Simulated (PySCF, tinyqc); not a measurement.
Inside a calculation. Method: G0W0 on RHF in the sto-3g basis, for BH, spin multiplicity 1. The lowest restricted solution is unstable here: a spin-polarised one lies 0.0063 hartree lower (PySCF). One step of it, computed by the program tinyqc.

Task: G0W0 on Hartree-Fock: LUMO. W(p,q,m) = sqrt2 sum_ia (pq|ia) (X+Y)_ia,m; Sigma_c(x) = sum_(i,m) W^2/(x - e_i + w_m) + sum_(a,m) W^2/(x - e_a - w_m); solve x = e_p + Sigma_c(x) by Newton steps; Z = 1/(1 - dSigma/dx); 1 hartree = 27.211386 eV.

orbital energies (hartree): MO1 -7.382567, MO2 -0.466918, MO3 -0.232665, MO4 0.247433, MO5 0.247433, MO6 0.367690

Two-electron integrals over orbitals (pq|rs), unique and non-zero (hartree):
```
(11|11) 2.893099    (21|11) -0.290287   (21|21) 0.046221    (22|11) 0.652870
(22|21) -0.012569   (22|22) 0.472117    (31|11) 0.138983    (31|21) -0.021082
(31|22) 0.010520    (31|31) 0.018237    (32|11) -0.137487   (32|21) 0.007527
(32|22) -0.004844   (32|31) 0.007615    (32|32) 0.117144    (33|11) 0.543598
(33|21) -0.007892   (33|22) 0.429298    (33|31) -0.002482   (33|32) 0.001860
(33|33) 0.468785    (41|41) 0.021590    (42|41) 0.024538    (42|42) 0.089658
(43|41) -0.011719   (43|42) -0.038663   (43|43) 0.032473    (44|11) 0.742018
(44|21) -0.010678   (44|22) 0.483660    (44|31) 0.004787    (44|32) -0.076599
(44|33) 0.417887    (44|44) 0.586773    (51|51) 0.021590    (52|51) 0.024538
(52|52) 0.089658    (53|51) -0.011719   (53|52) -0.038663   (53|53) 0.032473
(54|54) 0.031630    (55|11) 0.742018    (55|21) -0.010678   (55|22) 0.483660
(55|31) 0.004787    (55|32) -0.076599   (55|33) 0.417887    (55|44) 0.523513
(55|55) 0.586773    (61|11) -0.089572   (61|21) 0.015895    (61|22) 0.001898
(61|31) 0.003855    (61|32) 0.016242    (61|33) -0.010057   (61|44) -0.003135
(61|55) -0.003135   (61|61) 0.019794    (62|11) 0.136908    (62|21) -0.003060
(62|22) 0.055959    (62|31) 0.012863    (62|32) -0.010897   (62|33) -0.025515
(62|44) 0.076375    (62|55) 0.076375    (62|61) 0.013230    (62|62) 0.088814
(63|11) 0.181212    (63|21) -0.004084   (63|22) 0.037707    (63|31) -0.003535
(63|32) -0.111840   (63|33) -0.000632   (63|44) 0.101400    (63|55) 0.101400
(63|61) -0.008343   (63|62) 0.055887    (63|63) 0.149661    (64|41) 0.007112
(64|42) 0.026591    (64|43) 0.004446    (64|64) 0.025659    (65|51) 0.007112
(65|52) 0.026591    (65|53) 0.004446    (65|65) 0.025659    (66|11) 0.604681
(66|21) -0.007593   (66|22) 0.469690    (66|31) 0.011329    (66|32) 0.051279
(66|33) 0.465550    (66|44) 0.438762    (66|55) 0.438762    (66|61) 0.007719
(66|62) 0.023429    (66|63) -0.024503   (66|66) 0.529116
```

excitation energies w (hartree): 0.525442  0.525442  0.804451  0.884426  0.884426  1.032164  7.673128  7.673128  7.789770

X + Y:
```
             1         2          3          4          5          6          7          8
1>4   0.003037  0.000001   0.000000   0.000007  -0.012216   0.000000   0.997177   0.000000
1>5  -0.000001  0.003037   0.000000  -0.012216  -0.000007   0.000000   0.000000   0.997177
1>6   0.000000  0.000000   0.006283   0.000000   0.000000  -0.004245   0.000000   0.000000
2>4   0.211339  0.000045   0.000000  -0.000510   0.883828   0.000000   0.001204   0.000000
2>5  -0.000045  0.211339   0.000000   0.883828   0.000510   0.000000   0.000000   0.001204
2>6   0.000000  0.000000  -0.424371   0.000000   0.000000   0.817457   0.000000   0.000000
3>4   0.940045  0.000199   0.000000   0.000077  -0.133539   0.000000  -0.000385   0.000000
3>5  -0.000199  0.940045   0.000000  -0.133539  -0.000077   0.000000   0.000000  -0.000385
3>6   0.000000  0.000000   0.785331   0.000000   0.000000   0.317751   0.000000   0.000000

             9
1>4   0.000000
1>5   0.000000
1>6   0.997457
2>4   0.000000
2>5   0.000000
2>6   0.000737
3>4   0.000000
3>5   0.000000
3>6  -0.000332
```

Give: The 12 largest terms at x = e_p; Newton steps; quasiparticle energy of the LUMO; Hartree-Fock value.

Result:

The 12 largest terms at x = e_p (hartree; W for the signs of X + Y given):
```
q  m       W       term
4  6   0.134     -0.017
2  5   0.119      0.009
4  3   0.067     -0.006
3  5  -0.054   2.16e-03
6  5   0.032  -1.04e-03
3  1   0.032   9.91e-04
2  1  -0.024   4.84e-04
6  1   0.014  -2.99e-04
2  7   0.035   1.44e-04
1  5   0.033   1.24e-04
1  7   0.030   6.08e-05
3  7  -0.017   3.38e-05
```

Newton steps (hartree):
```
step      x  Sigma_c(x)      Z
0     0.247      -0.011  0.967
1     0.236      -0.011  0.968
2     0.236      -0.011  0.968
```

quasiparticle energy of the LUMO = 6.433 eV

Hartree-Fock value = 6.733 eV
